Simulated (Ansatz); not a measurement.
We consider 2H MoS2, described by PBE-D4 (PAW; Ansatz, a program for electronic structure).

Run with plane-wave cutoff 520 eV, 12×12×4 k mesh (along the axes of the cell as run), Fermi–Dirac smearing 0.01 eV, no spin polarisation, scalar-relativistic PAW data made under PBE.

The volume scan:

```tsv
V (Å³/atom)	E − E_lowest (meV/atom)
16.764	4.61
17.114	1.05
17.463	0.00
17.812	0.90
18.161	3.27
```

Problem. Estimate the bulk modulus and its pressure derivative from these points.

Solution. V0 = 17.461 Å³/atom, B0 = 44.6 GPa, B′ = 12.4 (fit to the energies at full precision).

Shape and atoms are relaxed at each volume.

Measured, for comparison: bulk modulus 53.4 ± 1 GPa (room temperature, not corrected to a static lattice; as tabulated in Equation of State Measurement of Molybdenum Disulfide, J. Phys. Chem. Solids 67 …). Computed (rounded) less measured: bulk modulus -16 %.

Note: the bulk modulus comes from volumes at which shape and atoms were relaxed.

Static lattice: no zero-point or thermal effects.
